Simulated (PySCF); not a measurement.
Input of a run (PBE0-D3(BJ)/def2-TZVP geometry optimisation, gas phase (PySCF 2.14.0)), started from GFN2-xTB:
```
{"job": {"xc": "PBE0", "basis": "def2-TZVP", "d3": "d3bj", "grid": 2, "kind": "geom"}, "charge": 0, "multiplicity": 1}
C      1.382028     0.473168     1.405148
C      0.923375    -0.456129     0.588855
C      0.553193    -0.216978    -0.847093
O     -0.727207    -0.714876    -1.176742
C     -1.773582     0.001508    -0.572322
H      1.528074     1.490865     1.079594
H      1.647334     0.257168     2.426237
H      0.775739    -1.473660     0.925966
H      0.618525     0.856228    -1.083483
H      1.242804    -0.765863    -1.497463
H     -1.705843    -0.028670     0.521295
H     -1.770278     1.050958    -0.894451
H     -2.698551    -0.473234    -0.893269
```

Output (energies in Eh, forces in Eh/bohr):
```
step   0  E = -232.23640946  max force = 0.009468
step   1  E = -232.23662933  max force = 0.001450
step   2  E = -232.23666417  max force = 0.000616
step   3  E = -232.23668821  max force = 0.001533
step   4  E = -232.23670926  max force = 0.001116
step   5  E = -232.23672543  max force = 0.000462
step   6  E = -232.23673400  max force = 0.000360
optimisation converged
```

**Question.** Summarise the run.

**Answer.** The energy falls by 0.85 kJ/mol over 7 energy and gradient evaluations, the largest force component goes from 0.0095 to 3.6e-04 Eh/bohr, and the atoms move by 0.052 Å rms after alignment. Among the bonds, C2–C3, C1–H6 and C1–H7 change most and about equally (-0.007 to +0.008 Å). Bonds longer at the end by more than 0.005 Å: 4 of 12; shorter: 1. The energy never rose by more than 1e-6 Eh on the way. The first step brought 68 % of the lowering.

**Question.** What are the final bond lengths?

**Answer.** C1=C2 1.325 Å, C2–C3 1.495 Å, C3–O4 1.409 Å, O4–C5 1.404 Å, C1–H6 1.086 Å, C1–H7 1.084 Å, C2–H8 1.088 Å, C3–H9 1.101 Å, C3–H10 1.094 Å, C5–H11 1.097 Å, C5–H12 1.099 Å, C5–H13 1.090 Å. Numbering counts from 1 in the input's order; the species is allyl methyl ether (`C=CCOC`).

The run used 203 basis functions and 50 SCF cycles in all. Hardware: an Arm Neoverse V1 with one thread, no GPU, shared host with 64 logical CPUs at a one-minute load of 22. Cost: 77 s wall, 0.90 GiB resident at most.

No frequency check. The numbers are those of one conformer.

The values belong to the conformer `[CH2:1]=[CH:2][CH2:3][O:4][CH3:5]`: C1–C2–C3–O4 -126°, C2–C3–O4–C5 71°.
